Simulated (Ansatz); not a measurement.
**Structural energy differences of copper**

Theory: DFT, PBEsol, plane waves (420 eV) with PAW, scalar-relativistic in Ansatz 0.2.0. (PAW data from PBE, frozen cores regenerated.)

Each structure is relaxed within its own symmetry, so a high-lying one may be dynamically unstable.

| structure | ΔE (meV/atom) | V (Å³/atom) | cell | magnetic state |
| --- | --- | --- | --- | --- |
| fcc | 0 | 11.31 | a = 3.563 Å | spin not included |
| dhcp | 3 | 11.32 | a = 2.520 Å, c = 8.233 Å (c/a = 3.267) | spin not included |
| hcp | 9 | 11.33 | a = 2.519 Å, c = 4.124 Å (c/a = 1.638) | spin not included |
| bcc | 38 | 11.35 | a = 2.832 Å | spin not included |
| omega (AlB2-type) | 85 | 11.52 | a = 4.050 Å, c = 2.432 Å (c/a = 0.601) | spin not included |
| A15 | 114 | 11.61 | a = 4.529 Å | spin not included |
| simple cubic | 531 | 13.14 | a = 2.360 Å | spin not included |
| diamond | 1201 | 17.89 | a = 5.231 Å | spin not included |

ΔE counts from fcc.

Differences under about 8 meV lie within the error of the k-point mesh.
